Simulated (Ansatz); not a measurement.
# CHFSi: the cost of one run

The runs use Ansatz 0.2.0, Gaussian basis; def2-QZVPP, core rule «outside noble gas», up to 7 orbitals frozen.

The runs, in order: UHF; ROHF; CCSD(T) on UHF.

2 further runs of the same task are left out: 2 set aside as unsound or not needed.

### Step 1. The system

The geometry is a PBE0/def2-TZVP stationary point (not a proven minimum) of the parent state, kept for this charge and spin.

4 atoms, charge 0, spin multiplicity 5.

Atoms are counted from 1 here; the program's logs count them from 0.

Bond lengths: F1–C2 1.331 Å, C2–Si3 1.857 Å, C2–H4 1.094 Å. Angles: F1–C2–Si3 123.4°, F1–C2–H4 109.0°, Si3–C2–H4 127.6°.

As a file:

```tsv
atom	x (Å)	y (Å)	z (Å)
F1	0.00000	-0.30070	1.53338
C2	0.00000	0.51897	0.48456
Si3	0.00000	-0.07429	-1.27465
H4	0.00000	1.55374	0.84068
```

### Step 2. UHF

in.yaml

```yaml
crystal:
  periodic: [false, false, false]
  atoms:
    - {symbol: F, position_ang: [0.000000, -0.300700, 1.533384]}
    - {symbol: C, position_ang: [0.000000, 0.518965, 0.484561]}
    - {symbol: Si, position_ang: [0.000000, -0.074287, -1.274648]}
    - {symbol: H, position_ang: [0.000000, 1.553738, 0.840684]}
basis:
  gaussian: {orbitals: "def2-QZVPP.json"}
magnetization: {spin_polarized: true, initial_magnetization: 4}
hamiltonian: {xc: hf}
output: {orbitals: {seedname: orbitals}}
```

Command:

```sh
ansatz run in.yaml --threads 1 --pin off --events-out ev --progress --plain --max-ram 2393MiB
```

**Question.** How long does this run take on 1 thread of Intel Xeon Platinum 8259CL at 2.50GHz, shared host, and how much memory does it need?

About 6 s, with a peak of 0.43 GiB.
